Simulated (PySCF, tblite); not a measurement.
Complex of hydrogen fluoride and hydrogen sulfide

A gas-phase complex of hydrogen fluoride and hydrogen sulfide; neutral, singlet. The structure comes from a short search (6 tight-binding starts) and was relaxed by PBE0-D3(BJ)/def2-TZVPD; another way of binding may lie lower. Frequencies by PBE0-D3(BJ)/def2-TZVPD show no clear imaginary mode.

| part | name | SMILES | atoms | charge | multiplicity |
| --- | --- | --- | --- | --- | --- |
| 1 | hydrogen fluoride | F | 1–2 | 0 | 1 |
| 2 | hydrogen sulfide | S | 3–5 | 0 | 1 |

```xyz
5

F     0.208   -0.247   -0.157
H    -0.091    0.141    0.642
S    -0.607    1.005    2.609
H    -0.160   -0.081    3.259
H     0.583    1.621    2.704
```
(Å; atoms numbered from 1)

| contact | kind (by geometry) | distance (Å) | angle (°) |
| --- | --- | --- | --- |
| H2···S3 | hydrogen bond | 2.209 | 174 |

Interaction energies are complex less parts, with the parts frozen as they stand in it; counterpoise-corrected, in kcal/mol (PySCF). The CCSD(T) estimate is Hartree-Fock/aug-cc-pVQZ, plus the MP2 correlation part extrapolated as X⁻³ from aug-cc-pVTZ and aug-cc-pVQZ, plus CCSD(T) less MP2 in aug-cc-pVDZ; noble-gas cores are frozen. It isn't the exact limit.

| level | interaction | superposition error removed |
| --- | --- | --- |
| Hartree-Fock/aug-cc-pVQZ | -2.94 | - |
| wB97M-D3(BJ)/def2-TZVPD | -5.39 | -0.15 |
| PBE0-D3(BJ)/def2-TZVPD | -6.38 | -0.12 |
| MP2/aug-cc-pVQZ | -5.21 | -0.36 |

Q: What does CCSD(T) at its estimated basis limit give, and which of these levels comes nearest?

A: -5.10 kcal/mol. MP2/aug-cc-pVQZ is nearest, off by -0.10; the errors are Hartree-Fock/aug-cc-pVQZ +2.16, wB97M-D3(BJ)/def2-TZVPD -0.29, PBE0-D3(BJ)/def2-TZVPD -1.27, MP2/aug-cc-pVQZ -0.10.

Q: What holds them together? Decompose the wB97M-D3(BJ)/def2-TZVPD energy: frozen parts, their antisymmetrised product, then relaxation.

A: electrostatic -8.3, Pauli repulsion +9.4, orbital relaxation -5.9, dispersion correction -0.8 kcal/mol, which sum to the value before the counterpoise correction; the Pauli term holds the exchange-correlation of the frozen density too. Of the attraction, 55 % is electrostatic, 40 % is orbital relaxation, 5 % is dispersion correction.

The parts were also relaxed and run alone, at the levels used for the complex: vibrations by PBE0-D3(BJ)/def2-TZVPD; shieldings by PBE0/pcSseg-2; core levels by delta-SCF with SCAN, pcX-2 on the ionised atom and pcseg-1 elsewhere, spin-free X2C (2p3/2 is the spin-free 2p value less a third of a first-order spin-orbit splitting).

Q: How do these values change when the complex forms?

A: 
```json
{"property": "F1–H2 bond (Å)", "alone": "0.921", "in the complex": "0.938", "change": "+0.017"}
{"property": "stretch carried by H2 (cm⁻¹, harmonic)", "alone": "4145", "in the complex": "3751", "change": "-394"}
{"property": "its infrared intensity (km/mol)", "alone": "115", "in the complex": "1054", "change": ""}
{"property": "shielding of H2 (ppm)", "alone": "29.16", "in the complex": "25.88", "change": "-3.28"}
{"property": "shielding of S3 (ppm)", "alone": "712.6", "in the complex": "705.6", "change": "-7.1"}
{"property": "shielding of F1 (ppm)", "alone": "410.5", "in the complex": "374.0", "change": "-36.5"}
{"property": "F1 1s core level (eV)", "alone": "694.11", "in the complex": "692.37", "change": "-1.74"}
{"property": "S3 2p3/2 core level (eV)", "alone": "170.37", "in the complex": "171.21", "change": "+0.84"}
```
